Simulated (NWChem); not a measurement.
System: pyrrole (C₄H₅N); SMILES c1cc[nH]c1

Results from NWChem. Pople sets run with spherical d functions. STO-3G and 3-21G are far too small for this property and stand as cheap habits. Coordinates come from a PBE0/def2-SVP optimisation. Vertical excitations in the gas phase; the lowest state need not have the same character in each row.

| level | basis functions | lowest excitation, singlet (eV) | oscillator strength of that lowest state | orbital gap (eV) | relative time |
|---|---|---|---|---|---|
| PBE/3-21G, TDA | 55 | 6.69 | 0.000 | 5.52 | 1 |
| PBE/6-31G*, TDA | 80 | 6.13 | 0.000 | 5.30 | 2 |
| PBE/6-31+G*, TDA | 100 | 4.63 | 0.000 | 4.65 | 6 |
| PBE/def2-SVP, TDA | 95 | 5.74 | 0.000 | 5.27 | 3 |
| PBE/def2-SVPD, TDA | 140 | 5.22 | 0.000 | 5.15 | 10 |

Relative times are rough (shared machine, one core).
